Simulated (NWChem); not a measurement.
Correlation energy of HN

```xyz
2

N      0.0000     0.0000     0.1326
H      0.0000     0.0000    -0.9279
```
Charge 0, spin multiplicity 3.

Everything below was run with NWChem. Structure: optimised with UPBE/def2-SVP, a minimum by its harmonic frequencies.

Basis set: 3-21G. Each correlation energy counts from its own Hartree-Fock reference.

The correlated methods keep 1 core orbital frozen. This spin state was chosen for the runs; another may lie lower. The structure started from a generated list of species. The unpaired electrons of the parent sit in orbitals of symmetry b1 and b2 (C2v labels of the run); other states weren't searched. No SCF solution was tested for a lower state. Open-shell Hartree-Fock references start from PBE0 orbitals. No row is a measurement; the coupled-cluster row has its own basis-set and correlation limits.

```json
[
 {"method": "UMP2", "correlation energy (mHa)": "[?]"},
 {"method": "SCS-UMP2", "correlation energy (mHa)": "[?]"},
 {"method": "CCSD on UHF", "correlation energy (mHa)": "[?]"},
 {"method": "CCSD[T] on UHF", "correlation energy (mHa)": "-66.5"},
 {"method": "CCSD(T) on UHF", "correlation energy (mHa)": "-66.5"},
 {"method": "CCSD on ROHF", "correlation energy (mHa)": "[?]"},
 {"method": "CCSD[T] on ROHF", "correlation energy (mHa)": "-70.8"},
 {"method": "CCSD(T) on ROHF", "correlation energy (mHa)": "-70.8"},
 {"method": "CCSDT on ROHF", "correlation energy (mHa)": "-70.8"}
]
```

Task: Complete the blanks.

Result: 
- UMP2, correlation energy (mHa): -54.4
- SCS-UMP2, correlation energy (mHa): -54.2
- CCSD on UHF, correlation energy (mHa): -66.0
- CCSD on ROHF, correlation energy (mHa): -70.3
